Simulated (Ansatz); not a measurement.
All numbers below come from Ansatz, DFT, LDA (PW92), plane waves (420 eV) with PAW, scalar-relativistic. The PAW files were generated under PBE, with cores re-solved for the functional.

An element in the hcp structure gives this curve. The cell is scaled uniformly from the relaxed one, with fractional coordinates and shape fixed. Energies are extrapolated to zero smearing, pressures are those at the given smearing. Magnetic state: spin not included.

| V (Å³/atom) | E − E₀ (meV/atom) | P (GPa) |
| --- | --- | --- |
| 12.057 | 351.2 | 77.42 |
| 12.605 | 143.3 | 45.60 |
| 13.153 | 32.8 | 20.25 |
| 13.701 | -0.1 | 0.07 |
| 14.249 | 28.7 | -15.96 |
| 14.797 | 106.5 | -28.67 |
| 15.345 | 223.1 | -38.68 |

Q: Which element is it?
A. osmium
B. ruthenium
C. silver
D. rhenium

A: A. Its fit is V₀ = 13.70 Å³/atom, B₀ = 448 GPa, B₀′ = 4.7.
